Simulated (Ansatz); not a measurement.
AlNH4, closed shell: a relaxation.

Input (in.yaml):

```yaml
crystal:
  periodic: [false, false, false]
  atoms:
    - {symbol: Al, position_ang: [-0.722235, 0.179866, -0.083089]}
    - {symbol: H, position_ang: [0.804219, 1.152470, -0.607192]}
    - {symbol: N, position_ang: [0.403842, -0.931170, 0.476054]}
    - {symbol: H, position_ang: [1.051295, 0.416154, -0.229720]}
    - {symbol: H, position_ang: [-2.001015, 1.006697, -0.493111]}
    - {symbol: H, position_ang: [0.463993, -1.824016, 0.937058]}
basis:
  gaussian: {orbitals: def2-SVP}
hamiltonian: {xc: {name: B3LYP}, dispersion: d4}
relax: {f_tol: 0.01, max_steps: 60, escape_saddle: true}
```

Command:

```bash
ansatz run in.yaml --threads 2 --pin off --events-out ev --progress --plain --max-ram 4352MiB
```

What Ansatz 0.2.0 printed:

```
Error: invalid value for `relax.escape_saddle`: a Gaussian basis doesn't support `true`; leave it out, and run phonons on the result
```

Hardware: 2 CPU threads of an Intel Xeon Platinum 8488C, shared host. Wall time about 0.05 s.


The program refused the input.